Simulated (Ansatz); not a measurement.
For cubic perovskite KTaO3, r²SCAN (Ansatz, a quantum-chemistry and plane-wave program, plane waves, PAW) gives:

equilibrium lattice constant a: 3.990 Å
bulk modulus: 209 GPa
band gap at the measured cell: 2.63 eV
elastic constant C11: 462 GPa
elastic constant C44: 108 GPa
polycrystal shear modulus: 135 GPa

Question: What does PBE0 (Ansatz, PAW) give for the same quantities?

Answer: 
- lattice constant a: 3.986 Å (decreases by 0.1 %)
- bulk modulus: 213 GPa (goes up by 1.9 %)
- band gap at the measured cell: 4.33 eV (grows by 1.70 eV)
- elastic constant C11: 467 GPa (goes up by 1.1 %)
- elastic constant C44: 110 GPa (stays essentially unchanged)
- Voigt–Reuss–Hill shear modulus: 137 GPa (is nearly the same)

For comparison: bulk modulus 220 GPa (measured, temperature not stated, no zero-point or thermal correction; as tabulated in Tinte et al. (1998), arXiv:cond-mat/9809379); band gap 3.64 eV (measured, temperature not stated, not corrected to a static lattice, indirect; as tabulated in Himmetoglu and Janotti (2016), arXiv:1601.06205); elastic constant C11 431 GPa (measured, temperature not stated, not corrected to a static lattice; as tabulated in arXiv:2111.11352); elastic constant C44 109 GPa (measured, temperature not stated, no zero-point or thermal correction; as tabulated in arXiv:2111.11352).

Changes are worked out from the printed values.

Unless a cell is named, each level is at its own relaxed cell (r²SCAN 12.71, PBE0 12.66 Å³/atom).

Levels without +SOC leave out spin–orbit coupling, which shifts energies and cells of such heavy elements.

Spin–orbit coupling is included only where a level's name says +SOC; with heavier elements it mostly lowers gaps and can invert bands. Density-functional gaps are differences of (generalised) Kohn–Sham levels.

Ansatz's density-functional and Hartree–Fock values are scalar-relativistic unless marked +SOC, with PAW data made under PBE.
